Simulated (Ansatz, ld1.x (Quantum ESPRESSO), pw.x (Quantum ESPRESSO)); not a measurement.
**pw.x on diamond Si: one setting changed**

Potential: norm-conserving Troullier–Martins (Kleinman–Bylander form), ld1.x (Quantum ESPRESSO) 7.5, LDA (PW92); core [Ne], reference 3s2 3p2; waves: 3s (bound): rc 1.75 bohr; 3p (bound): rc 1.80 bohr; 3d channel at 0.1 Ry: rc 1.45 bohr; local part: the d channel; core correction: Bessel-smoothed model core inside 0.95 bohr.

The reference run (k-mesh 9³, cutoffs 50/200 Ry, Fermi–Dirac 0.01 Ry, mixing_beta 0.4, conv_thr 1e-9, no spin) gives -1.04 GPa at 19.694 Å³/atom, where all-electron LAPW gives -0.03 GPa. This run, with its own iteration cap, changes nosym to true.

```
&control
  calculation='scf', prefix='x', pseudo_dir='./', outdir='./tmp', tstress=.true., disk_io='none'
/
&system
  ibrav=0, nat=2, ntyp=1, ecutwfc=50, ecutrho=200, nbnd=11,
  occupations='smearing', smearing='fd', degauss=0.01, nosym=.true.
/
&electrons
  conv_thr=1e-09, mixing_beta=0.4, electron_maxstep=50
/
ATOMIC_SPECIES
Si 1.0 Si.UPF
CELL_PARAMETERS angstrom
  0.00000000 2.70050288 2.70050288
  2.70050288 0.00000000 2.70050288
  2.70050288 2.70050288 0.00000000
ATOMIC_POSITIONS crystal
Si 0.0000 0.0000 0.0000
Si 0.2500 0.2500 0.2500
K_POINTS automatic
9 9 9 0 0 0
```

```bash
pw.x < Si.scf.in > Si.scf.out
```

Problem. How does the run end?

Solution. It converges in 7 iterations; the free energy moves by +0.0 meV/atom and the pressure by +0.00 GPa. The result is that of the reference run.

```
lattice parameter (alat)  =       7.2170  a.u.
     unit-cell volume          =     265.8034 (a.u.)^3
     number of electrons       =         8.00
     number of Kohn-Sham states=           11
     kinetic-energy cutoff     =      50.0000  Ry
     charge density cutoff     =     200.0000  Ry
     scf convergence threshold =      1.0E-09
     Exchange-correlation= PW
     number of k points=   365  Fermi-Dirac smearing, width (Ry)=  0.0100
     iteration #  1     ecut=    50.00 Ry     beta= 0.40
     total energy              =     -38.61742177 Ry
     estimated scf accuracy    <       0.06081374 Ry
     iteration #  2     ecut=    50.00 Ry     beta= 0.40
     total energy              =     -38.61324117 Ry
     estimated scf accuracy    <       0.01585965 Ry
     iteration #  3     ecut=    50.00 Ry     beta= 0.40
     total energy              =     -38.61421461 Ry
     estimated scf accuracy    <       0.00025367 Ry
     iteration #  4     ecut=    50.00 Ry     beta= 0.40
     c_bands:  1 eigenvalues not converged
     c_bands:  1 eigenvalues not converged
     c_bands:  1 eigenvalues not converged
     c_bands:  1 eigenvalues not converged
     c_bands:  1 eigenvalues not converged
     c_bands:  1 eigenvalues not converged
     [... 20 repeated lines left out ...]
     total energy              =     -38.61430081 Ry
     estimated scf accuracy    <       0.00000308 Ry
     iteration #  5     ecut=    50.00 Ry     beta= 0.40
     total energy              =     -38.61430155 Ry
     estimated scf accuracy    <       0.00000009 Ry
     iteration #  6     ecut=    50.00 Ry     beta= 0.40
     total energy              =     -38.61430157 Ry
     estimated scf accuracy    <          1.4E-09 Ry
     iteration #  7     ecut=    50.00 Ry     beta= 0.40
     the Fermi energy is     6.3955 ev
!    total energy              =     -38.61430157 Ry
     estimated scf accuracy    <          2.9E-11 Ry
     smearing contrib. (-TS)   =      -0.00038068 Ry
     The total energy is F=E-TS. E is the sum of the following terms:
     one-electron contribution =       5.22697986 Ry
     hartree contribution      =       1.07665375 Ry
     xc contribution           =     -28.02842889 Ry
     ewald contribution        =     -16.88912561 Ry
     convergence has been achieved in   7 iterations
          total   stress  (Ry/bohr**3)                   (kbar)     P=      -10.37
     Message from routine punch:
     Nothing written, as per user request (disk_io='none')
```

The run took about 1.8 min on one core of a shared host (Neoverse-V1, 64 threads, 503 GiB, load 38).
